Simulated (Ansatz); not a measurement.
This script for Ansatz 0.2.0, Python API starts 8 runs on C2H7Al, SMILES C[CH2][AlH2]. What input does the engine get in each?

Script `scan_c2h7al.py`:
```python
# -*- coding: utf-8 -*-
import logging
import sys

import ansatz as az
import numpy as np

logging.basicConfig(stream=sys.stdout, format='%(levelname)s %(message)s')
log = logging.getLogger('run')
log.setLevel(logging.INFO)

BASIS = '6-31G*'
FUNCTIONAL = 'pbe'

geometry_ang = [
    ('C', (-0.952, 0.326, -0.6072)),
    ('C', (-0.128, -0.7686, -0.1123)),
    ('Al', (1.4122, -0.0711, 0.9048)),
    ('H', (-1.7853, -0.0368, -1.1882)),
    ('H', (-0.4174, 1.0264, -1.3128)),
    ('H', (-1.393, 0.9816, 0.2319)),
    ('H', (0.2772, -1.3581, -0.9672)),
    ('H', (-0.681, -1.4108, 0.5452)),
    ('H', (1.157, 0.5878, 2.3926)),
    ('H', (2.5933, 0.6724, 0.116)),
]
molecule = az.Crystal.molecule()
for symbol, xyz in geometry_ang:
    molecule = molecule.atom(symbol, xyz)

symbols = [site.symbol for site in molecule.cartesian_sites]
start = np.array([site.position_ang for site in molecule.cartesian_sites])
axis = (start[4] - start[0]) / np.linalg.norm(start[4] - start[0])
moving = [4]
lengths, energies = [0.993, 1.039, 1.084, 1.129, 1.174, 1.219, 1.264, 1.332], []
for length in lengths:
    xyz = start.copy()
    xyz[moving] += (length - np.linalg.norm(start[4] - start[0])) * axis
    point = az.Crystal.molecule()
    for symbol, place in zip(symbols, xyz):
        point = point.atom(symbol, place.tolist())
    base = (
        point.calculation()
        .basis(gaussian=BASIS)
        .functional(FUNCTIONAL)
    )
    summary = base.run(threads=1, backend='cpu').report
    energies.append(summary['free_energy_ev'])
    log.info(f'r = {length:6.3f} A  E = {energies[-1]:.5f} eV  <S^2> = {abs(summary["mean_field"]["state"]["spin_squared"]):.3f}')

fit = np.polynomial.Polynomial.fit(lengths, np.array(energies) - min(energies), 4).convert()
roots = [r.real for r in fit.deriv().roots() if abs(r.imag) < 1e-9 and fit.deriv(2)(r.real) > 0]
r_e = min(roots, key=lambda r: abs(r - lengths[int(np.argmin(energies))]))
log.info(f'minimum of the fit at {r_e:.4f} A, force constant {fit.deriv(2)(r_e):.2f} eV/A^2')
```

Run 1:
```yaml
crystal:
  periodic: [false, false, false]
  atoms:
    - { symbol: C, position_ang: [-0.952, 0.326, -0.6072] }
    - { symbol: C, position_ang: [-0.128, -0.7686, -0.1123] }
    - { symbol: Al, position_ang: [1.4122, -0.0711, 0.9048] }
    - { symbol: H, position_ang: [-1.7853, -0.0368, -1.1882] }
    - { symbol: H, position_ang: [-0.4817221597913951, 0.9421290671195415, -1.227903411992502] }
    - { symbol: H, position_ang: [-1.393, 0.9816, 0.2319] }
    - { symbol: H, position_ang: [0.2772, -1.3581, -0.9672] }
    - { symbol: H, position_ang: [-0.681, -1.4108, 0.5452] }
    - { symbol: H, position_ang: [1.157, 0.5878, 2.3926] }
    - { symbol: H, position_ang: [2.5933, 0.6724, 0.116] }
basis:
  gaussian:
    orbitals: "6-31G*"
hamiltonian:
  xc: pbe
```

Run 2, against run 1:
```diff
-    - { symbol: H, position_ang: [-0.4817221597913951, 0.9421290671195415, -1.227903411992502] }
+    - { symbol: H, position_ang: [-0.4599368821986501, 0.9706707963113832, -1.2566570443708052] }
```

Run 3, against run 1:
```diff
-    - { symbol: H, position_ang: [-0.4817221597913951, 0.9421290671195415, -1.227903411992502] }
+    - { symbol: H, position_ang: [-0.4386251975970516, 0.9985920531294894, -1.2847855977843627] }
```

Run 4, against run 1:
```diff
-    - { symbol: H, position_ang: [-0.4817221597913951, 0.9421290671195415, -1.227903411992502] }
+    - { symbol: H, position_ang: [-0.4173135129954532, 1.0265133099475954, -1.3129141511979203] }
```

Run 5, against run 1:
```diff
-    - { symbol: H, position_ang: [-0.4817221597913951, 0.9421290671195415, -1.227903411992502] }
+    - { symbol: H, position_ang: [-0.3960018283938549, 1.0544345667657016, -1.3410427046114777] }
```

Run 6, against run 1:
```diff
-    - { symbol: H, position_ang: [-0.4817221597913951, 0.9421290671195415, -1.227903411992502] }
+    - { symbol: H, position_ang: [-0.3746901437922564, 1.0823558235838078, -1.3691712580250353] }
```

Run 7, against run 1:
```diff
-    - { symbol: H, position_ang: [-0.4817221597913951, 0.9421290671195415, -1.227903411992502] }
+    - { symbol: H, position_ang: [-0.353378459190658, 1.1102770804019138, -1.3972998114385928] }
```

Run 8, against run 1:
```diff
-    - { symbol: H, position_ang: [-0.4817221597913951, 0.9421290671195415, -1.227903411992502] }
+    - { symbol: H, position_ang: [-0.32117413579268705, 1.1524692018159408, -1.439805181041302] }
```

```console
$ python scan_c2h7al.py
INFO r =  0.993 A  E = -8776.27035 eV  <S^2> = 0.000
INFO r =  1.039 A  E = -8776.44305 eV  <S^2> = 0.000
INFO r =  1.084 A  E = -8776.51775 eV  <S^2> = 0.000
INFO r =  1.129 A  E = -8776.52065 eV  <S^2> = 0.000
INFO r =  1.174 A  E = -8776.46849 eV  <S^2> = 0.000
INFO r =  1.219 A  E = -8776.37449 eV  <S^2> = 0.000
INFO r =  1.264 A  E = -8776.24905 eV  <S^2> = 0.000
INFO r =  1.332 A  E = -8776.01765 eV  <S^2> = 0.000
INFO minimum of the fit at 1.1081 A, force constant 30.91 eV/A^2
```

Caveats:
- Total energies depend on the basis set; only differences at equal settings carry meaning.
- The rest of the molecule is held rigid at a force-field or estimated start geometry, and the basis set is modest; single-reference methods fail as a bond breaks.
- The orbitals are restricted, so S² is zero by construction.
- Wall time of the script: 13 s on 1 thread of Arm Neoverse V1 (shared host), peak memory 0.17 GiB.
